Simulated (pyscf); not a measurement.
Thermochemistry of product channels of cyclopropane (SMILES C1CC1) + H atom (H•) on the doublet surface, in kcal/mol, from ωB97M-D3(BJ)/def2-TZVP energies (ideal gas, 1 atm, RRHO with modes under 100 cm⁻¹ raised to 100, one conformer, R ln 2 for chiral ones without a mode under 150 cm⁻¹). PySCF, gas phase, ωB97X-D3(BJ)/def2-SVP geometries.

| products | ΔE | ΔH(298 K) | ΔG(298 K) | ΔG(600 K) |
|---|---|---|---|---|
| cyclic C₃H₅ (SMILES [CH]1CC1) [doublet] + hydrogen (H₂) | +7.5 | +5.3 | +2.7 | [?] |
| methylene (CH₂) [triplet] + ethyl (•H₂C–CH₃) | [?] | +58.2 | +51.0 | +43.5 |

Task: What belongs in the gaps?

Result: 
- cyclic C₃H₅ (SMILES [CH]1CC1) [doublet] + hydrogen (H₂), ΔG(600 K): -0.1
- methylene (CH₂) [triplet] + ethyl (•H₂C–CH₃), ΔE: +60.0

The channel to cyclic C₃H₅ (SMILES [CH]1CC1) [doublet] + H₂ turns favourable between 298 and 1200 K (ΔG from +2.7 kcal/mol to -5.9 kcal/mol).

These are energies of the channels, which say nothing of barriers. cyclopropane lies 6.6 kcal/mol over its isomer H₂C=CH–CH₃ (electronic energy, ωB97M-D3(BJ)/def2-TZVP). cyclic C₃H₅ (SMILES [CH]1CC1) [doublet] lies 28.1 kcal/mol over its isomer •H₂C–CH=CH₂ (electronic energy, ωB97M-D3(BJ)/def2-TZVP).
